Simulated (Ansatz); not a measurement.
**F2 (fluorine): r2SCAN/cc-pVTZ**

Aim: the vertical singlet–triplet gap of F2 (fluorine) at r2SCAN/cc-pVTZ, from 2 runs. 

Program for the calculation: Ansatz 0.2.0.

18 further runs of the same task are left out: 18 set aside as unsound or not needed.

## (1) The molecule

The species is F2 (2 atoms), meant as a singlet with charge 0. As SMILES, `FF`. The shape is that of a PBE0-D4/def2-TZVP optimisation.

Bond lengths: F1–F2 1.376 Å.

## (2) The energy at r2SCAN/cc-pVTZ

File molecule.yaml:

```yaml
crystal:
  periodic: [false, false, false]
  atoms:
    - {symbol: F, position_ang: [-0.583900, 0.212400, -0.295000]}
    - {symbol: F, position_ang: [0.583900, -0.212400, 0.295000]}
basis:
  gaussian: {orbitals: cc-pVTZ}
hamiltonian: {xc: {name: r2SCAN}}
accuracy: high
output: {orbitals: {seedname: orbitals}}
```

On the command line:

```sh
ansatz run molecule.yaml --threads 1 --pin off --max-ram 3480MiB --events-out events.jsonl --progress --plain --runs-dir runs
```

The log of the run:

```text
Warning: RAYON_NUM_THREADS=1 ignored (pool sized by the plan → 1); use --threads N
Functional definition: r2SCAN
  name "r2SCAN"
  parameter k0 = 0.174
  parameter k1 = 0.065
  parameter a1 = 4.9479
  exchange = r2scan_x(k0 = k0, k1 = k1, a1 = a1)
  correlation = r2scan_c
852 factors; integrals over basis functions are off by at most 2.5e-9 eV
mean field evaluation 1: about -5428.5639 eV, gradient 1.6e1 eV
mean field evaluation 2: about -5428.7204 eV, gradient 9.2e0 eV
mean field evaluation 4: about -5428.8116 eV, gradient 4.7e-1 eV
mean field evaluation 8: about -5428.8108 eV, gradient 2.3e-3 eV
mean field evaluation 16: about -5428.8108 eV, gradient 5.6e-9 eV
mean field -5428.81077029 eV, -199.5051160280 hartree, gradient 1.6e-9 eV, S^2 0.000000; 0 other end points of the search recorded, 0 dependent functions left out
reference -5428.81077043 eV, -199.5051160333 hartree; 9, 9 occupied and 51, 51 virtual orbitals, 852 factors
Total energy: -5428.81077043 eV, -199.5051160333 hartree
```

It took 2.2 s on 1 thread of Intel Xeon Platinum 8488C (Sapphire Rapids), shared host; peak memory 0.13 GiB.

## (3) The triplet at the same level

File input.yaml:

```yaml
basis:
  gaussian:
    orbitals: cc-pVTZ
crystal:
  periodic: [false, false, false]
  atoms:
    - {symbol: F, position_ang: [-0.583900, 0.212400, -0.295000]}
    - {symbol: F, position_ang: [0.583900, -0.212400, 0.295000]}
magnetization:
  spin_polarized: true
  initial_magnetization: 2
hamiltonian:
  xc: {name: r2SCAN}
accuracy: high
output:
  orbitals: {seedname: orbitals}
```

On the command line:

```sh
ansatz run input.yaml --threads 1 --pin off --max-ram 3480MiB --events-out events.jsonl --progress --plain --runs-dir runs
```

The log of the run, shortened:

```text
Warning: RAYON_NUM_THREADS=1 ignored (pool sized by the plan → 1); use --threads N
[... 7 set-up lines as earlier in the session ...]
852 factors; integrals over basis functions are off by at most 2.5e-9 eV
mean field evaluation 1: about -5425.1637 eV, gradient 1.2e1 eV
mean field evaluation 2: about -5425.3167 eV, gradient 8.1e0 eV
mean field evaluation 4: about -5425.4635 eV, gradient 3.8e-1 eV
mean field evaluation 8: about -5425.4635 eV, gradient 4.1e-3 eV
mean field evaluation 16: about -5425.4635 eV, gradient 6.2e-7 eV
mean field evaluation 32: about -5425.2638 eV, gradient 1.0e1 eV
mean field -5425.46352367 eV, -199.3821069838 hartree, gradient 1.3e-9 eV, S^2 2.007218; 1 other end points of the search recorded, 0 dependent functions left out
reference -5425.46352393 eV, -199.3821069930 hartree; 10, 8 occupied and 50, 52 virtual orbitals, 852 factors
Total energy: -5425.46352393 eV, -199.3821069930 hartree
```

It took 4.5 s on 1 thread of Intel Xeon Platinum 8488C (Sapphire Rapids), shared host; peak memory 0.18 GiB.

## (4) Results

At r2SCAN/cc-pVTZ:

```
                                        quantity          value
                           singlet: total energy  -199.50512 Eh
                            singlet: HOMO energy       -9.63 eV
                            singlet: LUMO energy       -4.56 eV
                          singlet: HOMO–LUMO gap        5.07 eV
                           triplet: total energy  -199.38211 Eh
     triplet: HOMO energy (highest over α and β)       -5.97 eV
                                   triplet: ⟨S²⟩          2.007
vertical energy of the triplet above the singlet       3.347 eV
```

**Reading.** At this shape the triplet lies 3.35 eV (77 kcal/mol) above the singlet.
